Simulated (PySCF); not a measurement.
**Gas-phase thermal properties of AlOF**

Computed with PySCF (xtb for GFN2) and rigid-rotor harmonic-oscillator thermochemistry at 1 bar. Table values come from the NASA 1993 polynomials. S°(298 K) at PBE0/def2-TZVP differs from the NASA 1993 table for AlOF (+8 J/mol/K); whether the harmonic model or the table's entry is off was not settled. 6-31G* has spherical d functions here. All species are closed-shell singlets. B3LYP is the form with VWN-RPA correlation. The harmonic model lacks anharmonicity and excited electronic states, which grow with temperature; levels with a mode under 35 cm⁻¹ are left out. The table's entry may be an old estimate for AlOF (not checked at source).

```
level           point group  σ  ZPE (kJ/mol)  S°298 (J/mol/K)  Cp298 (J/mol/K)  S°1000 (J/mol/K)  H1000 − H298 (kJ/mol)
--------------  -----------  -  ------------  ---------------  ---------------  ----------------  ---------------------
table                     -  -             -            237.3             46.8             303.6                   39.3
B3LYP/6-31G*            C∞v  1          14.0            246.1             48.4             312.5                   39.3
GFN2-xTB                C∞v  1          14.3            242.8             48.2             309.2                   39.3
HF/6-31G*               C∞v  1          15.5            242.8             47.3             308.1                   38.7
PBE/def2-SVP            C∞v  1          13.7            246.2             48.7             312.9                   39.4
PBE0/def2-TZVP          C∞v  1          14.1            245.2             48.3             311.5                   39.3
```
σ: rotational symmetry number. Electronic degeneracy used: 1. Frequencies are unscaled.
